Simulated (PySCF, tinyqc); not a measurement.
CCSD on RHF in the sto-3g basis, for LiH, spin multiplicity 1, step by step. The lowest restricted solution is unstable here: a spin-polarised one lies 0.0032 hartree lower (PySCF). One step of it, computed by the program tinyqc.

Question. Iteration 1: building the Fock matrix. J_ij = sum D_kl (ij|kl), K_ij = sum D_kl (ik|jl); F = H + J - 0.5 K; E = tr D H + tr D J / 2 - 0.25 tr D K + E_nn.

D at the start, lower triangle:
```
            1Li 1s    1Li 2s   1Li 2px   1Li 2py   1Li 2pz     2H 1s
1Li 1s    1.974695
1Li 2s    0.028246  0.176038
1Li 2px   0.000000  0.000000  0.000000
1Li 2py   0.000000  0.000000  0.000000  0.000000
1Li 2pz  -0.088279  0.276428  0.000000  0.000000  0.442995
2H 1s    -0.132131  0.362462  0.000000  0.000000  0.581974  0.764689
```

core Hamiltonian H = T + V (hartree), lower triangle:
```
            1Li 1s     1Li 2s    1Li 2px    1Li 2py    1Li 2pz      2H 1s
1Li 1s   -4.650745
1Li 2s   -1.043575  -1.339440
1Li 2px   0.000000   0.000000  -1.089542
1Li 2py   0.000000   0.000000   0.000000  -1.089542
1Li 2pz  -0.008813  -0.089849   0.000000   0.000000  -1.157802
2H 1s    -0.084403  -0.402445   0.000000   0.000000  -0.552835  -1.200417
```

Two-electron integrals (ij|kl) in chemists' order, unique and non-zero (hartree):
```
(11|11) 1.680395   (21|11) 0.265420   (21|21) 0.049941   (22|11) 0.397727
(22|21) 0.092860   (22|22) 0.290562   (31|31) 0.008981   (32|31) 0.013788
(32|32) 0.064184   (33|11) 0.396640   (33|21) 0.092880   (33|22) 0.290497
(33|33) 0.312946   (41|41) 0.008981   (42|41) 0.013788   (42|42) 0.064184
(43|43) 0.016869   (44|11) 0.396640   (44|21) 0.092880   (44|22) 0.290497
(44|33) 0.279207   (44|44) 0.312946   (51|51) 0.008981   (52|51) 0.013788
(52|52) 0.064184   (53|53) 0.016869   (54|54) 0.016869   (55|11) 0.396640
(55|21) 0.092880   (55|22) 0.290497   (55|33) 0.279207   (55|44) 0.279207
(55|55) 0.312946   (61|11) 0.019816   (61|21) 0.003772   (61|22) 0.007228
(61|33) 0.007140   (61|44) 0.007140   (61|51) 0.000495   (61|52) 0.000965
(61|55) 0.007409   (61|61) 0.000317   (62|11) 0.079957   (62|21) 0.019053
(62|22) 0.067703   (62|33) 0.063757   (62|44) 0.063757   (62|51) 0.002934
(62|52) 0.021349   (62|55) 0.075534   (62|61) 0.001757   (62|62) 0.031395
(63|31) 0.001124   (63|32) 0.006125   (63|53) 0.002849   (63|63) 0.001649
(64|41) 0.001124   (64|42) 0.006125   (64|54) 0.002849   (64|64) 0.001649
(65|11) 0.109717   (65|21) 0.026304   (65|22) 0.095946   (65|33) 0.089351
(65|44) 0.089351   (65|51) 0.004508   (65|52) 0.032978   (65|55) 0.109046
(65|61) 0.002477   (65|62) 0.047670   (65|65) 0.072821   (66|11) 0.244583
(66|21) 0.058948   (66|22) 0.230925   (66|33) 0.211569   (66|44) 0.211569
(66|51) 0.008749   (66|52) 0.083527   (66|55) 0.269523   (66|61) 0.005482
(66|62) 0.141075   (66|65) 0.219935   (66|66) 0.774606
```

nuclear repulsion = 0.73394897 hartree

Give: Coulomb J; exchange K; Fock matrix F; total energy of this density.

Answer.

Coulomb J (hartree), lower triangle:
```
         1Li 1s  1Li 2s  1Li 2px  1Li 2py  1Li 2pz   2H 1s
1Li 1s   3.9464
1Li 2s   0.6729  1.3059
1Li 2px  0.0000  0.0000   1.2734
1Li 2py  0.0000  0.0000   0.0000   1.2734
1Li 2pz  0.0200  0.1505   0.0000   0.0000   1.3641
2H 1s    0.0526  0.4013   0.0000   0.0000   0.5876  1.6401
```

exchange K (hartree), lower triangle:
```
          1Li 1s  1Li 2s  1Li 2px  1Li 2py  1Li 2pz   2H 1s
1Li 1s    3.3443
1Li 2s    0.5613  0.2763
1Li 2px   0.0000  0.0000   0.0460
1Li 2py   0.0000  0.0000   0.0000   0.0460
1Li 2pz  -0.0022  0.2269   0.0000   0.0000   0.3738
2H 1s     0.0456  0.3360   0.0000   0.0000   0.4956  1.0136
```

Fock matrix F (hartree), lower triangle:
```
          1Li 1s   1Li 2s  1Li 2px  1Li 2py  1Li 2pz    2H 1s
1Li 1s   -2.3765
1Li 2s   -0.6513  -0.1717
1Li 2px   0.0000   0.0000   0.1609
1Li 2py   0.0000   0.0000   0.0000   0.1609
1Li 2pz   0.0122  -0.0528   0.0000   0.0000   0.0194
2H 1s    -0.0546  -0.1692   0.0000   0.0000  -0.2130  -0.0671
```

total energy of this density = -7.796258 hartree
